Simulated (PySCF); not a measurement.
# C₃H₂NOS−: excited states, first hyperpolarisability

What do calculations give for the excited states, first hyperpolarisability of C₃H₂NOS− (`[O-]c1cncs1`)?

Computed with PySCF 2.14.0 and routines of our own; the level stands in each step. Atoms count from 0.

## (1) The system as given

8 atoms, charge -1, multiplicity 1; geometry from: GFN2-xTB.

## (2) Optimising the geometry at PBE0-D3(BJ)/def2-TZVP

What the job is given:

```
{"job": {"xc": "PBE0", "basis": "def2-TZVP", "d3": "d3bj", "grid": 2, "kind": "geom"}, "charge": -1, "multiplicity": 1}
O      2.359247    -0.499373     0.161747
C      1.154997    -0.270704     0.090552
C      0.409437     0.882224    -0.081818
N     -0.938201     0.792957    -0.116630
C     -1.351982    -0.412331     0.022253
S     -0.109025    -1.633319     0.219670
H      0.871352     1.850669    -0.188966
H     -2.386766    -0.700710     0.024106
```

Launch:

```console
> OMP_NUM_THREADS=1 python excited_run.py task.json out
```

The driver reads the jobs from task.json and runs them one after another.

Output:

```text
step   0  E = -643.42820631  max force = 0.018703
step   1  E = -643.42940655  max force = 0.001257
step   2  E = -643.42941132  max force = 0.001378
step   3  E = -643.42941793  max force = 0.000381
optimisation converged
```

Wall time 41 s (1 thread of Arm Neoverse V1, shared host); peak memory 0.82 GiB.

The steps of the relaxation:

```
step  energy from step 0 (eV)  largest force component (eV/Å)
   0                   0.0000                          0.9617
   1                  -0.0327                          0.0646
   2                  -0.0328                          0.0709
   3                  -0.0330                          0.0196
```

Close pairs (by a distance rule), those that changed most:

```
 bond  before (Å)  after (Å)  change (Å)
C4–S5       1.753      1.733      -0.020
C1–C2       1.384      1.402      +0.019
N3–C4       1.282      1.297      +0.015
C4–H7       1.074      1.084      +0.010
C2–N3       1.351      1.360      +0.009
C2–H6       1.078      1.084      +0.005
C1–S5       1.863      1.859      -0.004
O0–C1       1.228      1.231      +0.003
```

The next job starts from the end point, and lists it.

```
                         at the end point                value
  point group (found at 0.08 Å tolerance)                   Cs
rotational constants (GHz, main isotopes)  5.413, 3.450, 2.107
```

## (3) Excited states: TDA CAM-B3LYP/def2-TZVPD

What the job is given:

```
{"job": {"kind": "states", "xc": "CAM-B3LYP", "basis": "def2-TZVPD", "tda": true, "soc": true, "nstates": 6, "ntriplets": 5, "nquad": 4}, "charge": -1, "multiplicity": 1}
O      2.533050    -0.526360     0.084326
C      1.325852    -0.296385     0.013646
C      0.560960     0.865839    -0.161672
N     -0.794617     0.766375    -0.195223
C     -1.210702    -0.453367    -0.052823
S      0.042069    -1.635202     0.141945
H      1.034453     1.834515    -0.269837
H     -2.258947    -0.728670    -0.053240
```

Method: TDA CAM-B3LYP/def2-TZVPD excited states, vertical, gas phase, spin-orbit mean-field couplings.

Output:

```text
coarse grid: 8272 points
cycle   1  E = -643.5736062996  dE =  1.204e+00  |g| = 8.971e-01  |ddm| = 2.810e+00
cycle   2  E = -643.1539817044  dE =  4.196e-01  |g| = 1.729e+00  |ddm| = 3.068e+00
cycle   3  E = -643.7371534057  dE = -5.832e-01  |g| = 1.506e-01  |ddm| = 2.346e+00
cycle   4  E = -643.7410653070  dE = -3.912e-03  |g| = 9.662e-02  |ddm| = 2.872e-01
cycle   5  E = -643.7430471371  dE = -1.982e-03  |g| = 2.665e-02  |ddm| = 1.794e-01
cycle   6  E = -643.7432189055  dE = -1.718e-04  |g| = 7.980e-03  |ddm| = 3.545e-02
cycle   7  E = -643.7432409907  dE = -2.209e-05  |g| = 3.132e-03  |ddm| = 2.118e-02
cycle   8  E = -643.7432450093  dE = -4.019e-06  |g| = 1.603e-03  |ddm| = 6.311e-03
final grid: 78320 points
cycle   9  E = -643.7387275192  dE = -1.966e-05  |g| = 4.241e-03  |ddm| = 1.290e-01
cycle  10  E = -643.7387234796  dE =  4.040e-06  |g| = 6.046e-03  |ddm| = 1.533e-02
cycle  11  E = -643.7387314115  dE = -7.932e-06  |g| = 5.933e-04  |ddm| = 7.087e-03
cycle  12  E = -643.7387314873  dE = -7.575e-08  |g| = 2.477e-04  |ddm| = 8.336e-04
cycle  13  E = -643.7387315069  dE = -1.959e-08  |g| = 8.235e-05  |ddm| = 5.384e-04
cycle  14  E = -643.7387315103  dE = -3.485e-09  |g| = 5.905e-05  |ddm| = 2.241e-04
cycle  15  E = -643.7387315116  dE = -1.295e-09  |g| = 1.710e-05  |ddm| = 1.040e-04
cycle  16  E = -643.7387315119  dE = -2.218e-10  |g| = 9.261e-06  |ddm| = 5.465e-05
converged SCF energy = -643.7387315119

Singlet excitations
state   eV       nm        f     d(h-e)  d(exc)  Lambda  PR(NTO)  |dmu|/D   mu/D   main configurations
  1   3.4192   362.6   0.00002   3.360   5.004   0.162   1.005   13.161   10.665   H->L 0.84, H->L+2 0.08
  2   3.7849   327.6   0.00248   2.190   4.594   0.192   1.009    9.111   10.241   H->L+1 0.77, H->L+2 0.12
  3   4.0470   306.4   0.00214   0.296   4.686   0.241   1.014    0.809    3.041   H->L+2 0.73, H->L 0.12
  4   4.1981   295.3   0.00475   1.541   4.423   0.260   1.034    5.482    4.485   H->L+3 0.93
  5   4.3795   283.1   0.00246   1.393   4.005   0.272   1.015                     H->L+4 0.66, H->L+9 0.08
  6   4.4799   276.8   0.10676   1.275   3.279   0.629   1.340                     H->L+6 0.80

Triplet excitations (Tamm-Dancoff)
state   eV     d(h-e)  d(exc)  Lambda  PR(NTO)   main configurations
  1   2.9111   0.636   2.728   0.677   1.020   H->L+6 0.89
  2   3.3757   3.208   4.876   0.168   1.008   H->L 0.79, H->L+2 0.08
  3   3.7334   2.178   4.500   0.197   1.013   H->L+1 0.72, H->L+2 0.12
  4   4.0197   0.328   4.680   0.241   1.015   H->L+2 0.70, H->L 0.14
  5   4.1470   1.306   4.266   0.303   1.013   H->L+3 0.83, H->L+12 0.08
S1 - T1 = 0.5082 eV

Spin-orbit couplings |<S|Hso|T>| (cm-1)
             T1       T2       T3       T4       T5
S0        0.220   17.020   17.021   13.939    0.630
S1       10.937    0.766    4.135    3.903    5.621
S2        8.479    3.736    0.131    4.267    6.512
S3       13.378    4.448    4.607    0.373    5.093
S4        0.058    1.749    3.578    1.590    0.093
S5       16.761    5.262    4.282    4.134   11.971
S6        0.025   18.887   11.692   14.247    0.292
T1 sublevels (cm-1): 0.000 0.005 0.011   radiative rates (1/s): 3.58 0.00791 0.518
```

Wall time 35 s (1 thread of Arm Neoverse V1, shared host); peak memory 0.85 GiB.

In short:

```
  quantity    value
S1 less T1  0.51 eV
```

## (4) Excited states: TDDFT CAM-B3LYP/aug-cc-pVTZ

Settings changed since step 3:

```diff
@@ -1,2 +1,2 @@
-{"job": {"kind": "states", "xc": "CAM-B3LYP", "basis": "def2-TZVPD", "tda": true, "soc": true, "nstates": 6, "ntriplets": 5, "nquad": 4}, "charge": -1, "multiplicity": 1}
+{"job": {"kind": "states", "xc": "CAM-B3LYP", "basis": "aug-cc-pVTZ", "tpa": true, "nstates": 8, "nquad": 6, "ntriplets": 0}, "charge": -1, "multiplicity": 1}
 O      2.533050    -0.526360     0.084326
```

Level: TDDFT CAM-B3LYP/aug-cc-pVTZ excited states, vertical, gas phase, two-photon moments by quadratic response.

Output:

```text
coarse grid: 8272 points
cycle   1  E = -643.5680382813  dE =  1.207e+00  |g| = 8.955e-01  |ddm| = 6.255e+00
cycle   2  E = -643.1550221161  dE =  4.130e-01  |g| = 1.723e+00  |ddm| = 3.836e+00
cycle   3  E = -643.7306373118  dE = -5.756e-01  |g| = 1.486e-01  |ddm| = 2.934e+00
cycle   4  E = -643.7344388058  dE = -3.801e-03  |g| = 9.518e-02  |ddm| = 3.296e-01
cycle   5  E = -643.7363720976  dE = -1.933e-03  |g| = 2.653e-02  |ddm| = 1.488e-01
cycle   6  E = -643.7365429774  dE = -1.709e-04  |g| = 7.523e-03  |ddm| = 4.613e-02
cycle   7  E = -643.7365639058  dE = -2.093e-05  |g| = 3.227e-03  |ddm| = 1.976e-02
cycle   8  E = -643.7365679424  dE = -4.037e-06  |g| = 1.474e-03  |ddm| = 8.988e-03
final grid: 78320 points
cycle   9  E = -643.7364852342  dE = -2.645e-05  |g| = 3.843e-03  |ddm| = 1.532e-01
cycle  10  E = -643.7364821610  dE =  3.073e-06  |g| = 5.402e-03  |ddm| = 1.635e-02
cycle  11  E = -643.7364885642  dE = -6.403e-06  |g| = 5.761e-04  |ddm| = 6.880e-03
cycle  12  E = -643.7364886365  dE = -7.229e-08  |g| = 2.511e-04  |ddm| = 1.210e-03
cycle  13  E = -643.7364886565  dE = -2.002e-08  |g| = 8.260e-05  |ddm| = 6.566e-04
cycle  14  E = -643.7364886598  dE = -3.304e-09  |g| = 5.428e-05  |ddm| = 2.666e-04
cycle  15  E = -643.7364886610  dE = -1.215e-09  |g| = 1.885e-05  |ddm| = 1.586e-04
cycle  16  E = -643.7364886613  dE = -2.356e-10  |g| = 8.007e-06  |ddm| = 8.918e-05
converged SCF energy = -643.7364886613

Singlet excitations
state   eV       nm        f     d(h-e)  d(exc)  Lambda  PR(NTO)  |dmu|/D   mu/D   delta(TPA)   sigma/GM   main configurations
  1   2.9260   423.7   0.00000   2.686   5.575   0.119   1.005   11.194    8.762      350.08      1.098   H->L 0.73, H->L+1 0.21
  2   3.1745   390.6   0.00670   1.843   5.790   0.121   1.006    9.406   10.840      186.56      0.689   H->L+1 0.73, H->L 0.22
  3   3.7915   327.0   0.00069   1.688   4.920   0.159   1.011    6.464    6.793       74.62      0.393   H->L+2 0.72, H->L+3 0.21
  4   3.9480   314.0   0.00061   2.062   4.608   0.192   1.009    7.565    4.858       45.42      0.259   H->L+3 0.37, H->L+5 0.24, H->L+2 0.20
  5   4.0781   304.0   0.07107   1.376   4.170   0.293   1.081    4.790    2.857      277.23      1.689   H->L+4 0.82, H->L+6 0.10
  6   4.2398   292.4   0.03729   0.603   3.614   0.469   1.196    1.459    2.179      220.23      1.450   H->L+6 0.71, H->L+4 0.13
  7   4.3582   284.5   0.00210   0.233   5.155   0.181   1.014                                            H->L+5 0.57, H->L+3 0.32
  8   4.7308   262.1   0.02094   2.414   5.673   0.113   1.071                                            H-1->L 0.61, H-1->L+1 0.28
```

Run time: 77 s. Hardware: 1 thread of Arm Neoverse V1, shared host; peak memory 1.1 GiB.

## (5) First hyperpolarisability: quadratic response CAM-B3LYP/aug-cc-pVTZ

Settings changed since step 4:

```diff
@@ -1,2 +1,2 @@
-{"job": {"kind": "states", "xc": "CAM-B3LYP", "basis": "aug-cc-pVTZ", "tpa": true, "nstates": 8, "nquad": 6, "ntriplets": 0}, "charge": -1, "multiplicity": 1}
+{"job": {"kind": "beta", "xc": "CAM-B3LYP", "basis": "aug-cc-pVTZ"}, "charge": -1, "multiplicity": 1}
 O      2.533050    -0.526360     0.084326
```

Level: quadratic response CAM-B3LYP/aug-cc-pVTZ first hyperpolarisability, Taylor convention, gas phase.

Output:

```text
coarse grid: 8272 points
cycle   1  E = -643.5680382813  dE =  1.207e+00  |g| = 8.955e-01  |ddm| = 6.255e+00
cycle   2  E = -643.1550221161  dE =  4.130e-01  |g| = 1.723e+00  |ddm| = 3.836e+00
cycle   3  E = -643.7306373118  dE = -5.756e-01  |g| = 1.486e-01  |ddm| = 2.934e+00
cycle   4  E = -643.7344388058  dE = -3.801e-03  |g| = 9.518e-02  |ddm| = 3.296e-01
cycle   5  E = -643.7363720976  dE = -1.933e-03  |g| = 2.653e-02  |ddm| = 1.488e-01
cycle   6  E = -643.7365429774  dE = -1.709e-04  |g| = 7.523e-03  |ddm| = 4.613e-02
cycle   7  E = -643.7365639058  dE = -2.093e-05  |g| = 3.227e-03  |ddm| = 1.976e-02
cycle   8  E = -643.7365679424  dE = -4.037e-06  |g| = 1.474e-03  |ddm| = 8.988e-03
final grid: 78320 points
cycle   9  E = -643.7364852342  dE = -2.645e-05  |g| = 3.843e-03  |ddm| = 1.532e-01
cycle  10  E = -643.7364821610  dE =  3.073e-06  |g| = 5.402e-03  |ddm| = 1.635e-02
cycle  11  E = -643.7364885642  dE = -6.403e-06  |g| = 5.761e-04  |ddm| = 6.880e-03
cycle  12  E = -643.7364886365  dE = -7.229e-08  |g| = 2.511e-04  |ddm| = 1.210e-03
cycle  13  E = -643.7364886565  dE = -2.002e-08  |g| = 8.260e-05  |ddm| = 6.566e-04
cycle  14  E = -643.7364886598  dE = -3.304e-09  |g| = 5.428e-05  |ddm| = 2.666e-04
cycle  15  E = -643.7364886610  dE = -1.215e-09  |g| = 1.885e-05  |ddm| = 1.586e-04
cycle  16  E = -643.7364886613  dE = -2.356e-10  |g| = 8.007e-06  |ddm| = 8.918e-05
converged SCF energy = -643.7364886613

Lowest singlets (eV, f): 2.9260 0.0000  3.1745 0.0067  3.7915 0.0007

First hyperpolarisability (au)
process     nm      |vector|   parallel      HRS      DR
static         -      568.45    -331.27     225.43   5.865
shg       1907.0      624.75    -361.17      249.4   5.763
eope      1907.0      585.93    -340.65          -       -
shg       1064.0      812.64    -452.43     332.73    5.43
eope      1064.0      629.17    -363.49          -       -
```

Run time: 55 s. Hardware: 1 thread of Arm Neoverse V1, shared host; peak memory 1.1 GiB.

## (6) Excited states: TDA CAM-B3LYP/def2-TZVPD in cyclohexane

Settings changed since step 5:

```diff
@@ -1,2 +1,2 @@
-{"job": {"kind": "beta", "xc": "CAM-B3LYP", "basis": "aug-cc-pVTZ"}, "charge": -1, "multiplicity": 1}
+{"job": {"kind": "states", "xc": "CAM-B3LYP", "basis": "def2-TZVPD", "tda": true, "soc": true, "nstates": 6, "ntriplets": 5, "nquad": 4, "solvent": "cyclohexane"}, "charge": -1, "multiplicity": 1}
 O      2.533050    -0.526360     0.084326
```

Level: TDA CAM-B3LYP/def2-TZVPD excited states, vertical, IEF-PCM cyclohexane (non-equilibrium response), spin-orbit mean-field couplings.

Output:

```text
coarse grid: 8272 points
cycle   1  E = -643.6268630158  dE =  1.151e+00  |g| = 8.847e-01  |ddm| = 2.812e+00
cycle   2  E = -643.3182958625  dE =  3.086e-01  |g| = 1.573e+00  |ddm| = 1.947e+00
cycle   3  E = -643.7832813428  dE = -4.650e-01  |g| = 1.249e-01  |ddm| = 1.092e+00
cycle   4  E = -643.7860317642  dE = -2.750e-03  |g| = 7.580e-02  |ddm| = 2.143e-01
cycle   5  E = -643.7872300490  dE = -1.198e-03  |g| = 2.197e-02  |ddm| = 1.232e-01
cycle   6  E = -643.7873449701  dE = -1.149e-04  |g| = 6.457e-03  |ddm| = 2.648e-02
cycle   7  E = -643.7873605995  dE = -1.563e-05  |g| = 2.494e-03  |ddm| = 1.585e-02
cycle   8  E = -643.7873634223  dE = -2.823e-06  |g| = 1.216e-03  |ddm| = 4.848e-03
final grid: 78320 points
cycle   9  E = -643.7828333818  dE = -2.029e-05  |g| = 3.556e-03  |ddm| = 1.244e-01
cycle  10  E = -643.7828314966  dE =  1.885e-06  |g| = 4.655e-03  |ddm| = 1.237e-02
cycle  11  E = -643.7828360453  dE = -4.549e-06  |g| = 5.674e-04  |ddm| = 5.165e-03
cycle  12  E = -643.7828361077  dE = -6.247e-08  |g| = 2.356e-04  |ddm| = 6.815e-04
cycle  13  E = -643.7828361233  dE = -1.562e-08  |g| = 6.898e-05  |ddm| = 4.554e-04
cycle  14  E = -643.7828361256  dE = -2.286e-09  |g| = 4.734e-05  |ddm| = 1.572e-04
cycle  15  E = -643.7828361264  dE = -8.113e-10  |g| = 1.349e-05  |ddm| = 7.980e-05
converged SCF energy = -643.7828361264

Singlet excitations
state   eV       nm        f     d(h-e)  d(exc)  Lambda  PR(NTO)  |dmu|/D   mu/D   main configurations
  1   3.9873   310.9   0.00009   2.211   4.273   0.219   1.008    8.672    5.645   H->L 0.63, H->L+2 0.14, H->L+1 0.08
  2   4.1746   297.0   0.00281   1.597   4.047   0.239   1.012    6.956    9.012   H->L+1 0.61, H->L+2 0.16
  3   4.4297   279.9   0.14456   0.875   3.031   0.547   1.195    2.434    1.855   H->L+4 0.56, H->L+3 0.34
  4   4.6638   265.8   0.00434   1.177   4.833   0.250   1.017    4.398    3.865   H->L+2 0.58, H->L 0.26, H->L+5 0.09
  5   4.7862   259.0   0.00147   1.350   4.242   0.292   1.016                     H->L+5 0.63, H->L+1 0.20
  6   4.7903   258.8   0.02920   1.384   4.330   0.482   1.031                     H->L+3 0.61, H->L+4 0.34

Triplet excitations (Tamm-Dancoff)
state   eV     d(h-e)  d(exc)  Lambda  PR(NTO)   main configurations
  1   2.9511   0.643   2.701   0.611   1.020   H->L+4 0.74, H->L+3 0.20
  2   3.8895   2.080   4.015   0.234   1.014   H->L 0.49, H->L+1 0.16, H->L+9 0.12
  3   4.1171   1.385   4.071   0.235   1.017   H->L+1 0.48, H->L+2 0.21, H->L 0.17
  4   4.5102   0.447   3.429   0.533   1.034   H->L+3 0.39, H->L+11 0.35, H->L+4 0.12
  5   4.6437   1.148   4.812   0.251   1.019   H->L+2 0.51, H->L 0.29, H->L+5 0.15
S1 - T1 = 1.0361 eV

Spin-orbit couplings |<S|Hso|T>| (cm-1)
             T1       T2       T3       T4       T5
S0        0.215   31.698   14.677    1.097   16.345
S1       18.786    0.819    1.445    6.737    8.376
S2       11.222    1.579    0.054    6.489    7.030
S3        0.047   22.364    7.440    0.196   14.267
S4       15.657   10.107    5.500    2.195    0.338
S5       13.347    5.398    3.384    6.115    3.684
S6        1.061   19.075    7.676    0.511   11.114
T1 sublevels (cm-1): 0.000 0.000 0.013   radiative rates (1/s): 0.0212 0.65 3.32
```

Wall time 36 s (1 thread of Arm Neoverse V1, shared host); peak memory 0.89 GiB.

Key values:

```
  quantity    value
S1 less T1  1.04 eV
```

## (7) What came out

| quantity | value |
| --- | --- |
| point group | Cs |
| rotational constants (main isotopes) | 5.41, 3.45, 2.11 GHz |
| S1 less T1 (step 3, TDA CAM-B3LYP/def2-TZVPD) | 0.51 eV |
| β vector (step 5, quadratic response CAM-B3LYP/aug-cc-pVTZ) | static 568, SHG 1907.0 nm 625, SHG 1064.0 nm 813 au |
| S1 less T1 (step 6, TDA CAM-B3LYP/def2-TZVPD in cyclohexane) | 1.04 eV |

What this shows: Relaxing lowered the energy by 0.033 eV in 3 steps; the close pair that moved most is C4–S5, from 1.753 to 1.733 Å. For an anion in the gas phase, states above the energy of detachment are held by the basis alone, so excitations and responses hang on it. In step 3, the number of triplets below S1 is 2, and the largest singlet-triplet spin-orbit coupling is S6–T2, 18.89 cm⁻¹. β grows from 568 au (static) to 813 au for doubling at 1064.0 nm: normal dispersion, which grows as twice the photon energy moves toward the bright states. In step 6, the number of triplets below S1 is 2, and the largest singlet-triplet spin-orbit coupling is S0–T2, 31.70 cm⁻¹. The orbital labels of the leading configurations differ from run to run, so check that S1 and T1 are the same states before comparing rows.
